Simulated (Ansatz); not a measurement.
Elements on the sites of an ideal hcp lattice, at a guessed lattice constant:

```
Nb Rh Ag
1.0
     2.83320   -4.90725    0.00000
     2.83320    4.90725    0.00000
     0.00000    0.00000    9.06624
Nb Rh Ag
5 9 2
Direct
  0.33333 0.16667 0.12500
  0.83333 0.16667 0.12500
  0.83333 0.16667 0.62500
  0.66667 0.33333 0.37500
  0.16667 0.83333 0.87500
  0.33333 0.16667 0.62500
  0.33333 0.66667 0.12500
  0.33333 0.66667 0.62500
  0.83333 0.66667 0.62500
  0.66667 0.33333 0.87500
  0.16667 0.33333 0.87500
  0.66667 0.83333 0.37500
  0.66667 0.83333 0.87500
  0.16667 0.83333 0.37500
  0.83333 0.66667 0.12500
  0.16667 0.33333 0.37500
```

Cell and atoms were relaxed without symmetry on coarser meshes and computed once more. All numbers below come from DFT r2SCAN, scalar-relativistic, plane waves, PAW in Ansatz.

Settings: cutoff 500 eV, Γ-centred mesh 7×7×4 on the computed 16-atom cell, Gaussian smearing of 0.10 eV; no spin polarisation.

The relaxation ran on 3×3×2 (shifted) k points with a smearing of 0.1 eV, from sites shaken by 0.02 Å.

Question: What does the relaxation give?

Answer: A volume of 15.37 Å³/atom and no gap on the mesh. It lies 0.26 eV/atom below the elements' standard states (static lattices, no corrections for gases). The atoms leave their sites by 0.16 Å (root mean square) and 0.29 Å at most, and the cell stretches by up to 2.0 % at fixed volume.

```xyz
16
Lattice="2.8047 -4.8538 0.0213 2.7563 4.8259 0.0364 0.0924 0.0139 9.1380" Properties=species:S:1:pos:R:3 pbc="T T T"
Nb    1.3658   -0.8387    1.2294
Nb    2.7571   -3.2193    0.9606
Nb    2.8376   -3.3396    5.9800
Nb    2.7940   -1.5920    3.6436
Nb    2.7903    3.0794    7.8469
Rh    1.4232   -0.8400    5.7337
Rh    2.7863    1.7015    1.0942
Rh    2.8570    1.5718    5.7873
Rh    4.2313   -0.8573    5.7046
Rh    2.8388   -1.6616    7.9829
Rh    1.4727    0.6767    8.0217
Rh    4.3768    1.0249    3.4452
Rh    4.2244    0.6919    8.0370
Rh    2.8829    3.3301    3.4479
Ag    4.1400   -0.7911    1.2626
Ag    1.5616    0.9353    3.4507
```

The final mesh leaves forces up to 0.10 eV/Å and stresses up to 0.1 GPa: the relaxation ran on a coarser mesh, so the cell's shape, its bonds and its energy belong partly to that mesh.

Cost: 2 runs of about 45 core-minutes in all (earlier runs that led there not counted), on Arm Neoverse V1 (shared hosts).